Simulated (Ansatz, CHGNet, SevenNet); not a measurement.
# Cu₂ZnSnS₄ (I-4, No. 82): properties by level of theory

```tsv
level (code)	equilibrium lattice constant a (Å)	lattice parameter c (Å)
CHGNet 0.3.0	5.474	10.871
SevenNet-0	5.457	10.946
r²SCAN (Ansatz)	5.414	10.825
r²SCAN+rVV10 (Ansatz)	5.391	10.779
```

Ansatz's density-functional and Hartree–Fock values are scalar-relativistic unless marked +SOC, with PAW data made under PBE.

Static lattice: no zero-point or thermal effects.

Ansatz is a program for electronic structure.
